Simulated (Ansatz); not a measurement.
Geometry optimisation, RKS PBE0/cc-pVDZ (Ansatz 0.2.0).

Input:

```yaml
crystal:
  periodic: [false, false, false]
  atoms:
    - { symbol: B, position_ang: [0.0, 0.0, 0.0] }
    - { symbol: O, position_ang: [0.0, 0.0, 1.76] }
    - { symbol: H, position_ang: [-0.9095, -0.2814, 2.0971] }
    - { symbol: H, position_ang: [1.0305, 0.0, -0.595] }
    - { symbol: H, position_ang: [-1.0305, 0.0, -0.595] }
    - { symbol: S, position_ang: [0.0982, 2.076, 0.6906] }
    - { symbol: H, position_ang: [0.6507, 2.1151, 1.9763] }
    - { symbol: H, position_ang: [0.0529, 1.1186, 1.6867] }
basis:
  gaussian: { orbitals: cc-pVDZ }
hamiltonian:
  xc: pbe0
relax:
  f_tol: 0.15
  max_steps: 25
  restrain:
    - { distance: [0, 5], at: 1.89, k: 30.0 }
    - { distance: [7, 1], at: 1.01, k: 30.0 }
    - { distance: [0, 1], at: 2.61, k: 30.0 }
    - { distance: [7, 5], at: 2.6, k: 30.0 }
```

Run as:

```bash
$ ansatz run input.yaml --threads 1 --pin off --max-ram 2048MiB --backend cpu --events-out ev --progress --plain --runs-dir out
```

Problem. Where does it end, and by what steps?

Solution. The forces met the threshold. The restraints hold the end off the free minimum. After 11 steps the energy has fallen by 3.348 eV (the restraints' own energy left out); H7 moved furthest, 1.48 Å. Parted: S6–H8 (1.38 → 2.60 Å).

| step | energy less start (eV) | largest force component (eV/Å) | accepted |
| --- | --- | --- | --- |
| 0 | 0.0000 | 5.981 | yes |
| 1 | -1.3507 | 3.212 | yes |
| 2 | -1.6310 | 3.220 | yes |
| 3 | -1.9171 | 3.364 | yes |
| 4 | -2.4561 | 1.283 | yes |
| 5 | -2.7655 | 0.910 | yes |
| 6 | -2.9943 | 1.044 | yes |
| 7 | -3.1642 | 0.941 | yes |
| 8 | -3.2638 | 0.896 | yes |
| 9 | -3.3077 | 1.218 | yes |
| 10 | -3.3282 | 1.265 | yes |
| 11 | -3.3479 | 0.914 | yes |

```xyz
8
Properties=species:S:1:pos:R:3
B 0.082 0.597 -0.137
O -0.191 -0.450 2.229
H -1.104 -0.768 2.222
H 1.160 0.106 -0.321
H -0.958 0.117 -0.507
S -0.057 2.340 0.494
H 1.264 2.564 0.703
H -0.304 0.522 2.338
```

Run time: 29 s on 1 thread of Arm Neoverse V2 (shared host), peak memory 0.14 GiB.
